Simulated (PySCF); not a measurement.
Species: C3H8O2.
Cartesian coordinates in Å at the PBE0-D3(BJ)/def2-TZVP level; atoms count from 1:
```
atom  x, y, z in Å
C1    -1.864   -0.056   -0.008
O2    -0.799    0.523    0.710
C3     0.223    0.991   -0.112
O4     0.910   -0.015   -0.784
C5     1.661   -0.842    0.074
H6    -2.308    0.669   -0.703
H7    -2.616   -0.358    0.720
H8    -1.539   -0.932   -0.578
H9     0.896    1.551    0.549
H10   -0.177    1.645   -0.897
H11    2.374   -0.252    0.664
H12    1.020   -1.402    0.762
H13    2.212   -1.541   -0.555
```

The closed-shell ground state was solved at several levels (PySCF, density fitting, gas phase, non-relativistic). Isolated species at its PBE0-D3(BJ)/def2-TZVP geometry (one conformer only).

```csv
level,basis functions,HOMO (eV),LUMO (eV),gap (eV),dipole (D)
wB97X-D/aug-cc-pVTZ,414,-9.82,0.90,10.72,0.21
PBE0/aug-cc-pVTZ,414,-7.90,-0.01,7.89,0.21
CAM-B3LYP/aug-cc-pVTZ,414,-9.38,0.30,9.68,0.22
```

Q: Estimate the row for PBE0/pcSseg-2, a basis of 292 functions; the other rows only guide the guess.

A: HOMO -7.89 eV, LUMO 0.76 eV, gap 8.65 eV, dipole 0.23 D.

Q: Over all these levels, which gives the widest orbital gap and which the narrowest?

A: wB97X-D/aug-cc-pVTZ (range-separated hybrid) has the widest, 10.72 eV, and PBE0/aug-cc-pVTZ (global hybrid, 25 % exact exchange) the narrowest, 7.89 eV. The two share the basis. From the narrowest to the widest the HOMO moves by -1.92 eV and the LUMO by +0.91 eV.

Q: How far do the dipole and the HOMO energy spread over the levels?

A: The dipole runs from 0.21 to 0.23 D (mean 0.22 D) and the HOMO from -9.82 to -7.89 eV.
